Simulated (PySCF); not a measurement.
# carbonyl fluoride (CF₂O): a tour of settings

Which settings matter for carbonyl fluoride (CF₂O) (`O=C(F)F`), and how do bad ones show?

Programs: PySCF 2.14.0, with density-fitted response routines of our own. Each step states its level of theory. These are calculated values for one molecule in the gas phase, unless marked as measured. Atoms count from 0, in the outputs and in this text.

## 1. Starting geometry

4 atoms, charge 0, multiplicity 1; geometry from: GFN2-xTB.

Bonds of the start (Å): O0–C1 1.16, C1–F2 1.32, C1–F3 1.32.

## 2. Nuclear shieldings: PBE0/pcSseg-1

Job settings and geometry (Å):

```
{"job": {"kind": "nmr", "xc": "PBE0", "basis": "pcSseg-1"}, "charge": 0, "multiplicity": 1}
O     -0.317733     1.121067     0.804644
C     -0.023968     0.093449     0.356853
F      1.014287    -0.643455     0.692069
F     -0.662352    -0.566288    -0.586866
```

Method: GIAO PBE0/pcSseg-1 NMR shielding, non-relativistic, gas phase.

Started as:

```sh
> OMP_NUM_THREADS=1 python probes_run.py task.json out
```

This one command runs all jobs of the session in turn.

What it wrote:

```text
coarse grid: 4344 points
cycle   1  E = -312.4722795294  dE =  8.443e-01  |g| = 9.766e-01  |ddm| = 1.791e+00
cycle   2  E = -312.0682855897  dE =  4.040e-01  |g| = 1.818e+00  |ddm| = 1.215e+00
cycle   3  E = -312.6324684443  dE = -5.642e-01  |g| = 2.414e-01  |ddm| = 8.693e-01
cycle   4  E = -312.6411581868  dE = -8.690e-03  |g| = 7.102e-02  |ddm| = 1.390e-01
cycle   5  E = -312.6418935048  dE = -7.353e-04  |g| = 7.062e-03  |ddm| = 2.709e-02
cycle   6  E = -312.6419027575  dE = -9.253e-06  |g| = 1.374e-03  |ddm| = 3.749e-03
final grid: 45624 points
cycle   7  E = -312.6884575030  dE = -5.590e-06  |g| = 1.073e-02  |ddm| = 1.125e-02
cycle   8  E = -312.6884084584  dE =  4.904e-05  |g| = 1.992e-02  |ddm| = 1.340e-02
cycle   9  E = -312.6884765380  dE = -6.808e-05  |g| = 1.227e-03  |ddm| = 9.135e-03
cycle  10  E = -312.6884767491  dE = -2.111e-07  |g| = 1.390e-04  |ddm| = 5.250e-04
cycle  11  E = -312.6884767521  dE = -2.974e-09  |g| = 4.716e-05  |ddm| = 8.875e-05
cycle  12  E = -312.6884767525  dE = -4.043e-10  |g| = 6.672e-06  |ddm| = 2.708e-05
converged SCF energy = -312.6884767525

GIAO shielding tensors (ppm)
atom      isotropic    diamagn.    paramagn.     s11        s22        s33       span
  0 O       20.003     397.030    -377.027   -162.560    -36.706    259.276    421.837
  1 C       42.898     248.199    -205.301    -65.773     36.811    157.655    223.428
  2 F      196.178     471.670    -275.492     44.131    207.994    336.408    292.278
  3 F      196.239     472.389    -276.150     44.189    208.058    336.472    292.283
```

Wall time 2.9 s (1 thread of Arm Neoverse V1, shared host).

Shifts follow as δ = σ(reference) − σ, with reference shieldings (ppm) from runs at the same level and on the same kind of geometry: ¹³C TMS 186.9, ¹⁹F CFCl3 170.9, ¹⁷O H2O 336.1. The references are single molecules in the gas phase, so shifts against H2O, NH3, PH3, H3PO4 or CFCl3 are not on the usual liquid scales and can be off by tens of ppm. Atoms listed in one row are averaged.

```
 atoms                  environment  σ (ppm)  δ (ppm)  δ scaled to CDCl3
    C1  carbonyl carbon bonded to F     42.9    144.0              138.7
    O0              carbonyl oxygen     20.0    316.1                  –
F2, F3         fluorine bonded to C    196.2    -25.3                  –
```

The scaled column applies a straight-line fit of computed shieldings to shifts measured in CDCl3; 19F shifts take a fit of their own (root-mean-square error 0.16 ppm for H, 1.9 ppm for C).

Charges from the same density, by scheme (e):

```
 atoms  Mulliken    IAO  Hirshfeld  ESP fit
    O0     -0.33  -0.38      -0.21    -0.46
    C1      0.77   0.85       0.33     0.88
F2, F3     -0.22  -0.24      -0.06    -0.21
```

Mayer bond orders: O0–C1 2.13, C1–F2 1.06, C1–F3 1.06.

## 3. Ultraviolet spectrum: PBE0/def2-SVPD

Job settings and geometry (Å):

```
{"job": {"kind": "uv", "xc": "PBE0", "basis": "def2-SVPD", "nstates": 6, "ntriplets": 2}, "charge": 0, "multiplicity": 1}
O     -0.317733     1.121067     0.804644
C     -0.023968     0.093449     0.356853
F      1.014287    -0.643455     0.692069
F     -0.662352    -0.566288    -0.586866
```

Method: TDDFT PBE0/def2-SVPD, vertical, gas phase, core orbitals frozen in the response.

What it wrote:

```text
coarse grid: 4344 points
cycle   1  E = -312.2837163795  dE =  8.254e-01  |g| = 9.310e-01  |ddm| = 2.378e+00
cycle   2  E = -311.8845246556  dE =  3.992e-01  |g| = 1.763e+00  |ddm| = 1.913e+00
cycle   3  E = -312.4371736101  dE = -5.526e-01  |g| = 2.281e-01  |ddm| = 1.372e+00
cycle   4  E = -312.4456824891  dE = -8.509e-03  |g| = 6.390e-02  |ddm| = 1.840e-01
cycle   5  E = -312.4463413584  dE = -6.589e-04  |g| = 6.286e-03  |ddm| = 3.768e-02
cycle   6  E = -312.4463484159  dE = -7.057e-06  |g| = 1.219e-03  |ddm| = 5.016e-03
final grid: 45624 points
cycle   7  E = -312.4932702177  dE = -2.192e-06  |g| = 9.771e-03  |ddm| = 2.551e-02
cycle   8  E = -312.4932272444  dE =  4.297e-05  |g| = 1.820e-02  |ddm| = 1.887e-02
cycle   9  E = -312.4932870988  dE = -5.985e-05  |g| = 1.244e-03  |ddm| = 1.269e-02
cycle  10  E = -312.4932873493  dE = -2.505e-07  |g| = 4.736e-05  |ddm| = 7.446e-04
cycle  11  E = -312.4932873496  dE = -3.523e-10  |g| = 1.752e-05  |ddm| = 4.746e-05
converged SCF energy = -312.4932873496

Static polarisability (au): isotropic 18.104, principal 13.555 18.547 22.210

Singlet excitations
state   eV       nm        f      main configurations
  1   7.3556    168.6   0.00000   H->L 1.00
  2   9.3591    132.5   0.03064   H->L+1 0.98
  3  10.3665    119.6   0.16780   H-1->L 0.86
  4  10.4171    119.0   0.00000   H-2->L 1.00
  5  10.5032    118.0   0.00568   H-1->L+1 0.97
  6  10.9021    113.7   0.00713   H-3->L 0.99

Triplet excitations (Tamm-Dancoff, eV): 6.7851 7.3341
```

It took 2.9 s on 1 thread of Arm Neoverse V1, shared host.

The orbitals next to the gap, with their largest atomic shares:

```
orbital      eV                      atoms
 HOMO−3  -13.85  O0 42 %, F3 24 %, F2 24 %
 HOMO−2  -13.33           F2 46 %, F3 46 %
 HOMO−1  -11.89  O0 55 %, C1 17 %, F2 14 %
   HOMO  -10.67  O0 71 %, F2 10 %, F3 10 %
   LUMO   -0.61  C1 42 %, O0 34 %, F3 12 %
 LUMO+1    0.18  C1 57 %, F3 15 %, F2 15 %
 LUMO+2    2.49  O0 42 %, F2 29 %, F3 29 %
```

With each of the 6 states as a Gaussian band of 0.4 eV half-width at 1/e, the curve within the window shown has maxima at 133 nm (ε 1,200), 120 nm (ε 7,000) L/(mol cm). Beyond the last state computed it falls off for lack of states. The curve at chosen wavelengths:

(nm, ε (L/mol/cm)): (111, 262), (114, 1470), (117, 4848), (120, 7043), (123, 4580), (125, 2409), (128, 1039), (131, 1174), (134, 1191), (137, 739), (140, 289), (143, 75), (146, 14), (148, 4), (151, 0), (154, 0), (157, 0), (160, 0), (163, 0), (166, 0), (169, 0), (171, 0), (174, 0), (177, 0), (180, 0), (183, 0)

Further results of this job:

```
           property  computed
  dipole moment (D)      0.94
polarisability (Å³)      2.68
 HOMO–LUMO gap (eV)     10.06
      −ε(HOMO) (eV)     10.67
```

## 4. Spin-spin couplings: PBE0/aug-cc-pVDZ

Job settings and geometry (Å):

```
{"job": {"kind": "j", "xc": "PBE0", "basis": "aug-cc-pVDZ", "scf": {"guess": "atom"}}, "charge": 0, "multiplicity": 1}
O     -0.317733     1.121067     0.804644
C     -0.023968     0.093449     0.356853
F      1.014287    -0.643455     0.692069
F     -0.662352    -0.566288    -0.586866
```

Level: PBE0/aug-cc-pVDZ indirect spin-spin coupling, non-relativistic, gas phase.

What it wrote:

```text
final grid: 45624 points
cycle   1  E = -312.6059742707  dE =  9.030e-01  |g| = 9.187e-01  |ddm| = 4.277e+00
cycle   2  E = -312.2465072759  dE =  3.595e-01  |g| = 1.647e+00  |ddm| = 2.604e+00
cycle   3  E = -312.7436141734  dE = -4.971e-01  |g| = 2.354e-01  |ddm| = 1.805e+00
cycle   4  E = -312.7527519835  dE = -9.138e-03  |g| = 6.955e-02  |ddm| = 2.956e-01
cycle   5  E = -312.7534649414  dE = -7.130e-04  |g| = 1.711e-02  |ddm| = 9.174e-02
cycle   6  E = -312.7535232288  dE = -5.829e-05  |g| = 2.564e-03  |ddm| = 2.635e-02
cycle   7  E = -312.7535244753  dE = -1.247e-06  |g| = 3.762e-04  |ddm| = 2.528e-03
cycle   8  E = -312.7535245056  dE = -3.030e-08  |g| = 3.981e-05  |ddm| = 4.668e-04
cycle   9  E = -312.7535245060  dE = -3.945e-10  |g| = 4.180e-06  |ddm| = 6.532e-05
converged SCF energy = -312.7535245060

Indirect spin-spin couplings (Hz)
  i      j    bonds     total        FC       PSO       DSO        SD
  0 O    1 C    1     -1.503    -3.783     6.345    -0.146    -3.920
  0 O    2 F    2     34.338    -6.731    45.952     0.294    -5.177
  0 O    3 F    2     34.374    -6.666    45.922     0.294    -5.177
  1 C    2 F    1   -232.853  -195.223   -37.457     1.309    -1.482
  1 C    3 F    1   -232.789  -195.159   -37.455     1.309    -1.484
  2 F    3 F    2   -137.738   118.657  -278.238    -0.804    22.646
```

Run time: 3.4 s. Hardware: 1 thread of Arm Neoverse V1, shared host.

The basis is not made for couplings: without tight functions at the nuclei these values are rough.

Couplings of 1 Hz or more over one to four bonds, nine at most for each number, with means over like pairs (isotopes 13C, 19F, 17O):

```
 pair  bonds  J (Hz)  Fermi contact (Hz)
C1–F2      1  -232.8              -195.2
O0–C1      1    -1.5                -3.8
F2–F3      2  -137.7               118.7
O0–F2      2    34.4                -6.7
```

Quadrupole couplings from the field gradients of the same density:

```
atom  isotope  eQq/h (MHz)     η
  O0      17O        8.344  0.12
```

## 5. Shielding tensors: OLYP/def2-SVP

Job settings and geometry (Å):

```
{"job": {"kind": "nmr", "xc": "OLYP", "basis": "def2-SVP", "pop": true}, "charge": 0, "multiplicity": 1}
O     -0.317733     1.121067     0.804644
C     -0.023968     0.093449     0.356853
F      1.014287    -0.643455     0.692069
F     -0.662352    -0.566288    -0.586866
```

Method: GIAO OLYP/def2-SVP NMR shielding, non-relativistic, gas phase.

What it wrote:

```text
coarse grid: 4344 points
cycle   1  E = -312.4466398363  dE =  8.122e-01  |g| = 1.057e+00  |ddm| = 2.329e+00
cycle   2  E = -311.5015217898  dE =  9.451e-01  |g| = 2.433e+00  |ddm| = 2.207e+00
cycle   3  E = -312.6066105815  dE = -1.105e+00  |g| = 4.821e-01  |ddm| = 1.787e+00
cycle   4  E = -312.6469800280  dE = -4.037e-02  |g| = 1.179e-01  |ddm| = 3.899e-01
cycle   5  E = -312.6493560875  dE = -2.376e-03  |g| = 2.411e-02  |ddm| = 8.742e-02
cycle   6  E = -312.6494783646  dE = -1.223e-04  |g| = 5.069e-03  |ddm| = 2.168e-02
cycle   7  E = -312.6494838081  dE = -5.443e-06  |g| = 4.724e-04  |ddm| = 3.628e-03
final grid: 45624 points
cycle   8  E = -312.7098170947  dE =  8.543e-05  |g| = 2.846e-02  |ddm| = 3.073e-02
cycle   9  E = -312.7088891407  dE =  9.280e-04  |g| = 7.517e-02  |ddm| = 6.605e-02
cycle  10  E = -312.7099610028  dE = -1.072e-03  |g| = 3.851e-03  |ddm| = 5.009e-02
cycle  11  E = -312.7099635535  dE = -2.551e-06  |g| = 6.478e-04  |ddm| = 2.360e-03
cycle  12  E = -312.7099636438  dE = -9.031e-08  |g| = 6.752e-05  |ddm| = 5.535e-04
cycle  13  E = -312.7099636447  dE = -8.894e-10  |g| = 1.652e-05  |ddm| = 6.646e-05
converged SCF energy = -312.7099636447

GIAO shielding tensors (ppm)
atom      isotropic    diamagn.    paramagn.     s11        s22        s33       span
  0 O       63.494     393.138    -329.644    -98.345     10.993    277.833    376.178
  1 C       63.903     255.740    -191.836    -27.179     55.046    163.842    191.021
  2 F      211.973     471.328    -259.355     68.888    236.973    330.057    261.169
  3 F      212.036     472.282    -260.246     68.954    237.028    330.126    261.171
```

Run time: 2.6 s. Hardware: 1 thread of Arm Neoverse V1, shared host.

Key values: δ C1 128.0, O0 278.6, F2 -26.8 ppm (means over like atoms).

## 6. TDDFT and polarisability: M06-2X/MINI

Job settings and geometry (Å):

```
{"job": {"kind": "uv", "xc": "M06-2X", "basis": "MINI", "nstates": 25, "ntriplets": 5, "tda": true, "scf": {"diis": false, "max_cycle": 70}}, "charge": 0, "multiplicity": 1}
O     -0.317733     1.121067     0.804644
C     -0.023968     0.093449     0.356853
F      1.014287    -0.643455     0.692069
F     -0.662352    -0.566288    -0.586866
```

Method: TDA M06-2X/MINI, vertical, gas phase, core orbitals frozen in the response.

What it wrote:

```text
final grid: 45624 points
cycle   1  E = -310.4825858827  dE =  1.074e+00  |g| = 7.890e-01  |ddm| = 3.097e+00
cycle   2  E = -310.5058112438  dE = -2.323e-02  |g| = 8.547e-01  |ddm| = 2.012e+00
cycle   3  E = -310.5191770922  dE = -1.337e-02  |g| = 7.355e-01  |ddm| = 1.977e+00
cycle   4  E = -310.3109757871  dE =  2.082e-01  |g| = 1.211e+00  |ddm| = 2.421e+00
cycle   5  E = -310.3375421234  dE = -2.657e-02  |g| = 1.004e+00  |ddm| = 2.899e+00
cycle   6  E = -309.7763019890  dE =  5.612e-01  |g| = 1.862e+00  |ddm| = 3.646e+00
cycle   7  E = -309.9728026072  dE = -1.965e-01  |g| = 1.379e+00  |ddm| = 4.228e+00
cycle   8  E = -308.0730905584  dE =  1.900e+00  |g| = 3.259e+00  |ddm| = 5.636e+00
cycle   9  E = -308.7745195330  dE = -7.014e-01  |g| = 2.254e+00  |ddm| = 6.651e+00
cycle  10  E = -302.7385129903  dE =  6.036e+00  |g| = 4.273e+00  |ddm| = 9.167e+00
[... 50 cycles left out ...]
cycle  61  E = -304.1523656835  dE = -3.400e+00  |g| = 2.848e+00  |ddm| = 1.336e+01
cycle  62  E = -300.7520146899  dE =  3.400e+00  |g| = 4.014e+00  |ddm| = 1.336e+01
cycle  63  E = -304.1523656856  dE = -3.400e+00  |g| = 2.848e+00  |ddm| = 1.336e+01
cycle  64  E = -300.7520146894  dE =  3.400e+00  |g| = 4.014e+00  |ddm| = 1.336e+01
cycle  65  E = -304.1523656870  dE = -3.400e+00  |g| = 2.848e+00  |ddm| = 1.336e+01
cycle  66  E = -300.7520146891  dE =  3.400e+00  |g| = 4.014e+00  |ddm| = 1.336e+01
cycle  67  E = -304.1523656880  dE = -3.400e+00  |g| = 2.848e+00  |ddm| = 1.336e+01
cycle  68  E = -300.7520146889  dE =  3.400e+00  |g| = 4.014e+00  |ddm| = 1.336e+01
cycle  69  E = -304.1523656886  dE = -3.400e+00  |g| = 2.848e+00  |ddm| = 1.336e+01
cycle  70  E = -300.7520146887  dE =  3.400e+00  |g| = 4.014e+00  |ddm| = 1.336e+01
SCF not converged, last energy = -300.7520146887
```

Run time: 3.8 s. Hardware: 1 thread of Arm Neoverse V1, shared host.

Diagnosis: The SCF swings between two densities 3.40 Eh apart: plain iteration without DIIS overshoots. Cure: turn DIIS on. Numbers printed on the way are no properties of the molecule.

## 7. Comparing the runs: NMR shifts

Shifts (ppm), means over like atoms, with basis size and wall time:

```
          run     C1     O0     F2  functions   time
PBE0/pcSseg-1  144.0  316.1  -25.3         68  2.9 s
OLYP/def2-SVP  128.0  278.6  -26.8         56  2.6 s
```

## 8. What came out

| quantity | value |
| --- | --- |
| ¹³C shifts against TMS (PBE0/pcSseg-1) | 144.0 ppm |
| ¹⁷O shifts against H2O (PBE0/pcSseg-1) | 316.1 ppm |
| ¹⁹F shifts against CFCl3 (PBE0/pcSseg-1, means over atoms taken as alike) | -25.3 ppm |
| lowest singlet (PBE0/def2-SVPD) | 7.36 eV (169 nm), f = 0.000 |
| brightest single state of those computed | state 3, 10.37 eV, f = 0.168 |
| lowest triplet | 6.79 eV |
| largest coupling of the table (PBE0/aug-cc-pVDZ) | ¹J(C,F) C1–F2, -232.8 Hz (mean over like pairs) |
| range of the shift of O0 | 278.6 to 316.1 ppm |
| property runs in this session | 5, of which 1 failed and 0 gave unsound results |

In words: Single values in the summary come from the first sound run of each kind (PBE0/pcSseg-1; PBE0/def2-SVPD; PBE0/aug-cc-pVDZ), which need not be the best level. At PBE0/pcSseg-1: The widest tensor belongs to O0: span 422 ppm, with a paramagnetic part of -377 ppm. The first singlet state (HOMO→LUMO 1.00) lies at 7.36 eV and is dark; of the 6 states computed, the strongest absorption comes from state 3 at 10.37 eV. The lowest triplet lies 0.57 eV below the lowest singlet (triplets in Tamm-Dancoff, singlets in full TDDFT). Of the pairs tabulated at PBE0/aug-cc-pVDZ, C1–F2 (mean over like pairs) couples most strongly (-232.8 Hz; Fermi contact -195.2 Hz). Density functionals describe couplings to fluorine poorly, F–F couplings above all, so those rows are rough. Across the 2 runs the shift of O0 moves most, between 278.6 (OLYP/def2-SVP) and 316.1 ppm (PBE0/pcSseg-1). Couplings from bases without tight functions are rough.
